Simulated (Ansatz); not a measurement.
## AlC, quartet along the distance Al1-C2

Starting geometry (PBE0/def2-TZVP stationary point for this spin):

```xyz
2

Al    0.0000    0.0000    0.0000
C     0.0000    0.0000    1.9668
```

From there C2 moves along the line of the two atoms named below, all else staying in place; atoms are numbered as listed. Energies are in kJ/mol, counted from the starting geometry at the same level. Kohn–Sham curves are unrestricted where that lies lower.

Basis cc-pVDZ; Ansatz 0.2.0. Only valence electrons are correlated (noble-gas cores frozen).

A value is left out where its run failed or describes another state than the reference as far as symmetry and spin tell, or, spin-broken singlets apart, can't be checked.

In so small a basis the reference is far from its limit while semilocal and hybrid functionals are nearer theirs (RPA and double hybrids share much of the reference's basis error), so the functionals' errors here hold much of the reference's basis and frozen-core error, which can add to them or hide them.

Full CI is exact within this basis and frozen core; it isn't the basis-set limit.

```json
{"distance Al1-C2 (Å)": "1.593", "full CI": "183.6", "PBE": "173.2", "r2SCAN": "172.6", "PBE0": "170.0", "B3LYP": "168.9", "wB97X-V": "172.9", "wB97M-V": "172.4", "B2PLYP": "172.5", "PBE-QIDH": "172.9", "RPA-PBE": "185.4"}
{"distance Al1-C2 (Å)": "1.807", "full CI": "28.9", "PBE": "26.5", "r2SCAN": "25.5", "PBE0": "24.9", "B3LYP": "25.1", "wB97X-V": "25.8", "wB97M-V": "26.1", "B2PLYP": "25.8", "PBE-QIDH": "25.3", "RPA-PBE": "30.5"}
{"distance Al1-C2 (Å)": "1.967", "full CI": "0.0", "PBE": "0.0", "r2SCAN": "0.0", "PBE0": "0.0", "B3LYP": "0.0", "wB97X-V": "0.0", "wB97M-V": "0.0", "B2PLYP": "0.0", "PBE-QIDH": "0.0", "RPA-PBE": "0.0"}
{"distance Al1-C2 (Å)": "2.172", "full CI": "11.8", "PBE": "11.9", "r2SCAN": "14.0", "PBE0": "14.5", "B3LYP": "13.1", "wB97X-V": "14.4", "wB97M-V": "12.9", "B2PLYP": "13.6", "PBE-QIDH": "15.4", "RPA-PBE": "7.6"}
{"distance Al1-C2 (Å)": "2.392", "full CI": "50.3", "PBE": "47.9", "r2SCAN": "52.8", "PBE0": "53.9", "B3LYP": "50.2", "wB97X-V": "55.1", "wB97M-V": "51.7", "B2PLYP": "52.4", "PBE-QIDH": "57.3", "RPA-PBE": "39.7"}
{"distance Al1-C2 (Å)": "2.688", "full CI": "112.2", "PBE": "104.2", "r2SCAN": "113.0", "PBE0": "115.9", "B3LYP": "108.2", "wB97X-V": "120.2", "wB97M-V": "115.1", "B2PLYP": "114.2", "PBE-QIDH": "123.7", "RPA-PBE": "91.0"}
{"distance Al1-C2 (Å)": "3.215", "full CI": "204.5", "PBE": "189.6", "r2SCAN": "203.8", "PBE0": "209.7", "B3LYP": "195.9", "wB97X-V": "217.0", "wB97M-V": "216.2", "B2PLYP": "209.2", "PBE-QIDH": "222.6", "RPA-PBE": "164.9"}
{"distance Al1-C2 (Å)": "3.699", "full CI": "253.5", "PBE": "243.5", "r2SCAN": "259.7", "PBE0": "261.7", "B3LYP": "245.3", "wB97X-V": "265.0", "wB97M-V": "272.9", "B2PLYP": "255.8", "PBE-QIDH": "270.4", "RPA-PBE": "204.1"}
{"distance Al1-C2 (Å)": "4.309", "full CI": "278.9", "PBE": "286.2", "r2SCAN": "295.2", "PBE0": "294.3", "B3LYP": "275.8", "wB97X-V": "291.5", "wB97M-V": "307.5", "B2PLYP": "283.2", "PBE-QIDH": "295.9", "RPA-PBE": "226.8"}
{"distance Al1-C2 (Å)": "5.226", "full CI": "288.6", "PBE": "314.3", "r2SCAN": "316.5", "PBE0": "315.4", "B3LYP": "296.1", "wB97X-V": "302.6", "wB97M-V": "324.6", "B2PLYP": "297.5", "PBE-QIDH": "306.6", "RPA-PBE": "242.7"}
{"distance Al1-C2 (Å)": "6.777", "full CI": "291.1", "PBE": "–", "r2SCAN": "–", "PBE0": "325.6", "B3LYP": "306.7", "wB97X-V": "305.2", "wB97M-V": "328.5", "B2PLYP": "301.1", "PBE-QIDH": "309.2", "RPA-PBE": "–"}
```

PBE0 at 6.777 Å lies 34.5 kJ/mol (12 %) above the reference in this basis. PBE-QIDH at 6.777 Å lies 18.1 kJ/mol (6 %) above the reference in this basis. B3LYP at 6.777 Å lies 15.6 kJ/mol (5 %) above the reference in this basis. wB97M-V at 6.777 Å lies 37.5 kJ/mol (13 %) above the reference in this basis.
